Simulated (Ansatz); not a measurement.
Worked example: the barrier

An elementary step of AlNH6, singlet (AlNH₄ ([NH2][AlH2]) + H₂ → AlH₃ + NH₃ (still joined by a long Al–N bond); bonds formed: Al1–H6, N2–H5; bonds broken: H5–H6; bonds weakened to dative contacts: Al1–N2). “Start” is the structure reached by relaxing down from the saddle towards the reactants; PBE0-D4/def2-TZVP structures. The saddle:

```xyz
8
angstrom
Al -0.3600 -0.7399 0.4252
N -0.1001 0.8471 -0.5880
H -0.5384 -2.0496 -0.4482
H -0.9943 -0.5043 1.8576
H 1.0426 0.2893 0.0123
H 1.4206 -0.4472 0.5816
H -0.1012 0.8475 -1.5980
H -0.3691 1.7572 -0.2423
```

Computed with Ansatz 0.2.0 (basis: def2-TZVPP and def2-QZVPP); correlated methods freeze the cores.

Energies in eV:

| quantity | saddle | start |
| --- | --- | --- |
| Hartree–Fock, triple zeta (X = 3) | -8159.00008 | -8160.32317 |
| Hartree–Fock, quadruple zeta (X = 4) | -8159.29799 | -8160.62771 |
| MP2 correlation, X = 3 | -9.57431 | -9.23989 |
| MP2 correlation, X = 4 | -10.21885 | -9.88113 |
| CCSD(T) correlation, X = 3 | -10.73173 | -10.39926 |

(1) Work out the barrier at the basis limit: extrapolate Hartree–Fock as E(X) = E∞ + A exp(−7.88 √X) and the MP2 correlation as E(X) = E∞ + B X^−2.97 (the exponents that Neese and Valeev fitted for def2-TZVPP and QZVPP), then add CCSD(T) − MP2 in triple zeta.

No T1 diagnostic of these runs exceeds 0.013.

## Answers

(1) Each step is linear, so take the differences first (saddle − start): Hartree–Fock 1.32309 (X = 3) and 1.32972 (X = 4); MP2 correlation -0.33442 and -0.33772; CCSD(T) correlation -0.33247.
Two points give E∞ = E(4) + w [E(4) − E(3)], with w = 1/(exp(7.88 (2 − √3)) − 1) = 0.1377 for Hartree–Fock and w = 1/((4/3)^2.97 − 1) = 0.7407 for the correlation.
Hartree–Fock: 1.32972 + 0.1377 × 0.00663 = 1.3306 eV.
MP2 correlation: -0.33772 + 0.7407 × (-0.00330) = -0.3402 eV.
CCSD(T) − MP2: -0.33247 − (-0.33442) = 0.0020 eV.
Sum: 1.3306 + (-0.3402) + 0.0020 = 0.9924 eV, or 22.89 kcal/mol. Plain CCSD(T) in triple zeta gives 0.9906 eV, so the larger basis shifts the result by 0.0018 eV.

Labels in which every atom is bracketed show which atoms are joined, not bond orders.

For scale, one of the runs: CCSD(T)/def2-TZVPP, 157 basis functions, launched by `ansatz run in.yaml --threads 2 --pin off --events-out ev --progress --plain --max-ram 4352MiB`. The run took 10 s on 2 CPU threads of an Arm Neoverse V1 (shared host), with 1 GiB of host memory at its peak.
